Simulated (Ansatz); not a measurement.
Ideal-gas functions of C₄H₄, SMILES `C#CC=C` at 500 K and 1 bar, from an Ansatz frequency run at PBE0-D4/def2-TZVP.

Molar mass 52.08 g/mol, point group Cs (symmetry number 1), electronic degeneracy 1, moments of inertia 9.816, 106.014, 115.829 u Å². Harmonic wavenumbers (cm⁻¹, unscaled): 226, 323, 560, 660, 685, 709, 902, 963, 1011, 1111, 1319, 1440, 1687, 2224, 3163, 3172, 3264, 3483.

Use S(trans) = R[1.5 ln M + 2.5 ln T − 1.1517]; rotational temperatures θ = 24.2544 K / I; S(rot) = R[ln(√π/σ · √(T³/θAθBθC)) + 1.5]; for each mode x = 1.438777 ν̃/T, S = R[x/(eˣ − 1) − ln(1 − e⁻ˣ)] and H = RT x/(eˣ − 1); 1 cm⁻¹ = 0.0119627 kJ/mol; R = 8.31446 J/(mol·K).

Problem. By hand: the entropy, in J/(mol·K).

Solution. Translation 168.9. Rotation: θ = 2.4709, 0.2288, 0.2094 K, giving 103.6. Vibration, mode by mode: 12.04, 9.22, 5.19, 4.13, 3.90, 3.69, 2.38, 2.08, 1.86, 1.48, 0.91, 0.69, 0.38, 0.10, 0.01, 0.01, 0.01, 0.00, in all 48.1. Electronic 0.0. Sum 320.6 J/(mol·K).

Problem. By hand: H − E and G − E in kJ/mol, counted from the electronic energy.

Solution. Zero-point energy ½ × 26902 × 0.0119627 = 160.9; thermal vibration 14.9; translation, rotation and pV give 4 RT = 16.6. H − E = 192.4 kJ/mol, and G − E = 192.4 − 500 × 320.6/1000 = 32.1 kJ/mol.

Vibration gives 15 % of the entropy.
